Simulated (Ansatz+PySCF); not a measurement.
A calculation with Ansatz (development build ahead of 0.2.0).

```yaml
crystal:
  periodic: [false, false, false]
  atoms:
    - { symbol: "N", position_ang: [0.00297, 0.00597, 0.0] }
    - { symbol: "N", position_ang: [1.18117, 0.00597, 0.0] }
    - { symbol: H, position_ang: [1.63902, 0.9247, 0.0] }
basis:
  gaussian: { orbitals: cc-pVTZ }
magnetization:
  initial_magnetization: 1
hamiltonian:
  xc: hf
correlation:
  method: mp2
  frozen_orbitals: { H: 0, "N": 1 }
output:
  forces: true
```

The input is written out in the form of the current development build from the run's settings. Correlation on restricted open-shell orbitals is semicanonical, with singles.

Output:

```yaml
Converged: yes
Reference_energy: -109.45915 hartree
Correlation_energy: -0.37749 hartree
Total_energy: -109.83664 hartree
Spin_squared_of_the_determinant: 0.750
Stability_test: minimum among restricted orbitals
Occupied_orbitals_by_symmetry_in_an_Abelian_subgroup_alpha;_beta: 7 A' 1 A''; 6 A' 1 A''
```

Forces (eV/Å):
```csv
atom,Fx,Fy,Fz
N1,0.176,-0.135,0.000
N2,-0.644,-0.458,0.000
H3,0.468,0.593,0.000
```

Caution: forces differ strongly between restricted and unrestricted references.
